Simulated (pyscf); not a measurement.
# Substitution at C: H₃C–Al(CH₃)–NH₂ + H• → CH₄ + [H₃C–Al–NH₂]•

Gas phase, doublet surface, charge 0. Bonds broken: C1–Al2. Bonds formed: C1–H13. PySCF, gas phase, ωB97X-D3(BJ)/def2-SVP geometries.

Transition state (Å):

```xyz
13

C      1.0119     1.2624     0.4083
Al    -1.0614     0.6855     0.2905
C     -1.5067    -0.9887    -0.6419
N     -2.1161     1.1939     1.6400
H      1.0878     0.2633     0.8654
H      0.8946     2.1429     1.0430
H      1.2874     1.3792    -0.6401
H     -0.6247    -1.4424    -1.1244
H     -2.2561    -0.8200    -1.4350
H     -1.9329    -1.7367     0.0496
H     -2.0185     2.0412     2.1900
H     -2.9614     0.7048     1.9208
H      2.4828     1.2982     0.7683
```

One imaginary mode, 1647i cm⁻¹; descent along it reached the two sides named.

```tsv
bond	change	reactant side (Å)	saddle	product side
C1–Al2	breaks	1.959	2.155	3.4
C1–H13	forms	3.8	1.515	1.099
```

Electronic energies relative to the separated reactants (kcal/mol):

```
level                   barrier  reaction energy  reverse barrier
----------------------  -------  ---------------  ---------------
ωB97X-D3(BJ)/def2-TZVP     26.2            -23.0             49.3
PBE/def2-TZVP              14.4            -27.4             41.8
r²SCAN/def2-TZVP           15.2            -27.5             42.6
B3LYP-D3(BJ)/def2-TZVP     18.2            -28.1             46.3
PBE0-D3(BJ)/def2-TZVP      19.0            -25.8             44.7
M06-2X/def2-TZVP           22.9            -25.5             48.4
ωB97M-D3(BJ)/def2-TZVP     24.7            -23.1             47.8
HF/def2-TZVP               40.0            -25.5             65.5
```

With ωB97M-D3(BJ)/def2-TZVP energies and thermal terms (ideal gas, 1 atm, RRHO with modes under 100 cm⁻¹ raised to 100, one conformer, R ln 2 for chiral ones without a mode under 150 cm⁻¹), in kcal/mol:

| T (K) | ΔH‡ | ΔG‡ | ΔH | ΔG |
|---|---|---|---|---|
| 298 | 25.5 | 32.0 | -18.5 | -20.8 |
| 600 | 24.9 | 38.8 | -20.2 | -22.6 |
| 900 | 24.4 | 45.8 | -22.0 | -23.3 |
| 1200 | 24.0 | 53.0 | -23.5 | -23.6 |

The same reactants have a lower exit, to [H₃C–Al(CH₃)–NH]• + H₂ (barrier +19.0 kcal/mol at ωB97M-D3(BJ), against +24.7 kcal/mol here). This is the saddle that the search found; another between the same sides may lie lower. The angle at the attacked C is 162°.
